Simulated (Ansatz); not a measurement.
Species: C2H (charge 0, doublet). It need not be the lowest isomer of its formula. SMILES: [C]#C
Geometry: optimised at B3LYP-D3(BJ)/def2-TZVP (Ansatz, a quantum-chemistry and plane-wave program).

Quantity: vertical ionisation energy (to the triplet state of charge +1; each state is the SCF solution reached for its spin; the UHF <S^2> is 2.14 for the triplet (pure: 2.00) and 1.11 for the doublet (pure: 0.75); for the doublet T1 is 0.062), in eV. Valence correlation only, unless marked. Open shells are spin-unrestricted. Spin-orbit coupling is left out. Non-relativistic. CBS(X,Y): correlation extrapolated as X^-3; Hartree-Fock from the larger set.

```
level              program  vertical ionisation energy (eV)
-----------------  -------  -------------------------------
r2SCAN/def2-TZVPD   Ansatz                            11.48
B3LYP/def2-TZVPD    Ansatz                            11.65
PBE0/def2-TZVPD     Ansatz                            11.54
```

Question: Predict the CCSD(T)/CBS(def2-TZVPPD,def2-QZVPPD) result (Ansatz).

Answer: 11.75 eV
